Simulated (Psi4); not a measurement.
# A Psi4 job on AlH3 (SMILES [H][Al]([H])[H])

Wanted: the energy in a field of AlH3.

The calculation is run with Psi4 1.11.

10 further runs of the same task are left out: 1 that didn't finish, 9 set aside as unsound or not needed.

### Step 1. The molecule

The species is AlH3 (4 atoms), meant as a singlet with charge 0. As SMILES, `[H][Al]([H])[H]`. The shape comes from GFN2-xTB, which is rough for such elements, and wasn't checked as a minimum.

Bond lengths: Al1–H2 1.553 Å, Al1–H3 1.553 Å, Al1–H4 1.553 Å. Angles: H2–Al1–H3 120.0°, H2–Al1–H4 120.0°, H3–Al1–H4 120.0°.

### Step 2. The job

Contents of calc.py:

```python
import psi4

psi4.set_memory('100 MB')
psi4.set_num_threads(1)
psi4.set_output_file('run.log', False)

molecule = psi4.geometry("""
0 1
Al    -0.000010    -0.000020     0.000020
H      1.552650    -0.030520     0.014610
H     -0.749810     1.359840    -0.019120
H     -0.802830    -1.329300     0.004480
symmetry c1
no_reorient
no_com
""")

psi4.set_options({
    'basis': 'aug-cc-pVDZ',
    'scf_type': 'pk',
    'freeze_core': True,
    'perturb_h': True,
    'perturb_with': 'dipole',
    'perturb_dipole': [0.01, 0.0, 0.0],
})

E = psi4.energy("qcisd", molecule=molecule)
print(f'total energy {E:.8f} hartree = {E * 27.211386:.5f} eV')
```

Started as:

```console
$ python calc.py
```

stdout:

```text
psi4.driver.p4util.exceptions.ValidationError: set_memory(): Requested 95.4 MiB (1e+02 MB); minimum 250 MiB (263 MB). Please, sir, I want some more.
```

It took 1.4 s on 1 thread of AMD EPYC 7R43 (Zen 3), shared host; peak memory 0.13 GiB.

### Step 3. Diagnosis

The input was rejected.

The log says `psi4.driver.p4util.exceptions.ValidationError: set_memory(): Requested 95.4 MiB`. The cause is that too little memory is allowed.
